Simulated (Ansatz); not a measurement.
Black phosphorus, treated with HSE06 (plane waves, PAW; Ansatz, an electronic-structure program).

Numerical settings: plane-wave cutoff 520 eV, 8×8×6 k mesh (along the axes of the cell as run), scalar-relativistic PAW data made under PBE.

Computed at the level's own relaxed cell.

Q: Estimate the Voigt–Reuss–Hill bulk modulus, elastic constant C44, Young modulus, elastic constant C33, elastic constant C11, elastic constant C12, elastic constant C13 and elastic constant C66 that the calculation returns.

A: 
- Voigt–Reuss–Hill bulk modulus = 23.3 GPa
- elastic constant C44 = 0.36 GPa
- Young modulus = 37.0 GPa
- elastic constant C33 = 52.6 GPa
- elastic constant C11 = 205 GPa
- elastic constant C12 = 0.77 GPa
- elastic constant C13 = 35.2 GPa
- elastic constant C66 = 7.79 GPa

Measured, for comparison: elastic constant C44 7 GPa, elastic constant C33 61 GPa, elastic constant C11 193 GPa, elastic constant C12 3 GPa, elastic constant C13 50 GPa, elastic constant C66 27 GPa (temperature not stated, not corrected to a static lattice, axes: 1 zigzag (a = 3.32 Å), 2 across the layers (b), 3 armchair (c); as tabulated in Pogna et al. (2022), arXiv:2206.03736). Computed (rounded) less measured: elastic constant C44 -95 % (against room or unstated temperature, where such soft solids are markedly softer), elastic constant C33 -14 % (against room or unstated temperature, where such soft solids are markedly softer), elastic constant C11 +6 % (against room or unstated temperature, where such soft solids are markedly softer), elastic constant C12 -74 % (against room or unstated temperature, where such soft solids are markedly softer), elastic constant C13 -30 % (against room or unstated temperature, where such soft solids are markedly softer), elastic constant C66 -71 % (against room or unstated temperature, where such soft solids are markedly softer). A static lattice is as a rule a little smaller and stiffer than an uncorrected measurement, which narrows the difference in the elastic constant C11 and would widen misses of the other sign.

Note: the cell comes from a level without a dispersion term, which matters for the spacing of layers, chains or molecules.

Elastic constants are with the ions relaxed.

Computed values are for the static lattice.
